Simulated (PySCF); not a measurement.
C4H3FO.
Atom-mapped SMILES: `[O:1]=[C:2]=[CH:3]/[CH:4]=[CH:5]\[F:6]` (hydrogens: H7 on C3; H8 on C4; H9 on C5)

Method used: MP2 and CCSD/aug-cc-pVDZ in PySCF, restricted Hartree–Fock reference, frozen core, non-relativistic, gas phase, PBE0-D3(BJ)/def2-SVP geometry.

E(HF) = -327.50115 Eh.

Problem. How large is the problem?

Solution. 165 basis functions and 44 electrons; 6 orbitals frozen, which leaves o = 16 correlated occupied and v = 143 virtual orbitals. That is o·v = 2288 singles and o·v(o·v + 1)/2 = 2618616 distinct closed-shell doubles amplitudes before symmetry; the costliest CCSD step grows as o²v⁴ = 1.1 × 10^11.

Problem. What are the MP2 and CCSD correlation energies?

Solution. MP2 -0.9201 Eh and CCSD -0.9459 Eh, which gives totals of -328.42120 and -328.44702 Eh. That is 0.804 eV for each correlated electron at CCSD (2483 kJ/mol in all, 0.288 % of the total energy); MP2 gives 97.3 % of the CCSD value.

Problem. What is the T1 diagnostic?

Solution. 0.0158, below the customary warning level of 0.02. It is the norm of the spatial-orbital singles amplitudes over the root of the number of correlated electrons, so the norm is 0.089.

Problem. How does correlation change the dipole moment?

Solution. HF gives 1.30 D and CCSD (unrelaxed density) 0.99 D, a change of -0.31 D; the two vectors are 14° apart.

No triples correction and no basis-set extrapolation were made.

The job also held the EOM ionisation roots. On an Arm Neoverse V1 with one thread, shared host with 32 logical CPUs at a one-minute load of 9.8, this took 9.1 min and 3.0 GiB of memory at its peak.

Conformer computed: `[O:1]=[C:2]=[CH:3]/[CH:4]=[CH:5]\[F:6]`: C2–C3–C4–C5 179°.

One conformer stands for the species.
